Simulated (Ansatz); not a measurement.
**PS₂ (quartet): the correlation ladder, def2-QZVPP**

The task here is to estimate one member of a computed series from the others.

The runs use Ansatz 0.2.0, Gaussian basis; def2-QZVPP, core rule «outside noble gas», up to 15 orbitals frozen.

Plan: UHF; ROHF; CCSD(T) on UHF.

2 further runs of the same task are left out: 2 set aside as unsound or not needed.

### The geometry

The geometry is a PBE0/def2-TZVP stationary point (not a proven minimum) of the parent state, kept for this charge and spin.

3 atoms, charge 0, spin multiplicity 4.

Atoms are counted from 1 here; the program's logs count them from 0.

Bond lengths: S1–P2 1.911 Å, P2–S3 1.911 Å. Angles: S1–P2–S3 132.6°.

Set-up of the first run:

The input, in.yaml:

```yaml
crystal:
  periodic: [false, false, false]
  atoms:
    - {symbol: S, position_ang: [0.000000, -0.250020, 1.750402]}
    - {symbol: P, position_ang: [0.000000, 0.517658, 0.000000]}
    - {symbol: S, position_ang: [0.000000, -0.250020, -1.750402]}
basis:
  gaussian: {orbitals: "def2-QZVPP.json"}
magnetization: {spin_polarized: true, initial_magnetization: 3}
hamiltonian: {xc: hf}
output: {orbitals: {seedname: orbitals}}
```

Run with:

```sh
> ansatz run in.yaml --threads 1 --pin off --events-out ev --progress --plain --max-ram 2393MiB
```

Steps of the session up to this table: UHF; ROHF; CCSD(T) on UHF.

One of the session's tables, all rows but one given; the rest of the session is left out.

```
  method  from UCCSD(T) (meV)
    ROHF             +15186.7
     UHF             +14712.8
    UMP2                    ?
   UCCSD               +889.7
UCCSD(T)                    0
```

Estimate the missing values for UMP2.

The run gave: from UCCSD(T) (meV): +1953.2. In the column «from UCCSD(T) (meV)» it lies between UCCSD (+889.7) and UHF (+14712.8).
